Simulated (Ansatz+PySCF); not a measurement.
A calculation with PySCF 2.14.0.

```python
from pyscf import gto, scf, mp

mol = gto.M(atom="""
C -0.002790 0.005620 0.007790
C 0.887770 0.876510 0.889450
C 0.890320 -0.891470 -0.885930
C -0.888370 0.875280 -0.881770
C -0.882340 -0.884280 0.874130
H 0.273560 1.523860 1.535030
H 1.533060 0.282140 1.540810
H 1.523960 1.531810 0.276990
H 0.270330 -1.530390 -1.541730
H 1.539130 -0.269290 -1.539510
H 1.541500 -1.527840 -0.273090
H -1.528970 0.277990 -1.542030
H -1.538250 1.528400 -0.282370
H -0.269820 1.540200 -1.538880
H -1.527410 -1.532760 0.267430
H -0.279690 -1.532560 1.542500
H -1.533980 -0.284340 1.529550
""", basis='def2-svp', charge=0, spin=0)
mf = scf.UHF(mol)
mf.kernel()
pt = mp.MP2(mf, frozen=5).run()
print(mf.e_tot, pt.e_corr, pt.e_tot)
```

The script is written out from the run's settings.

The run gave:

```yaml
Converged: yes
Reference_energy: -196.19509 hartree
Correlation_energy: -0.73905 hartree
Total_energy: -196.93414 hartree
```
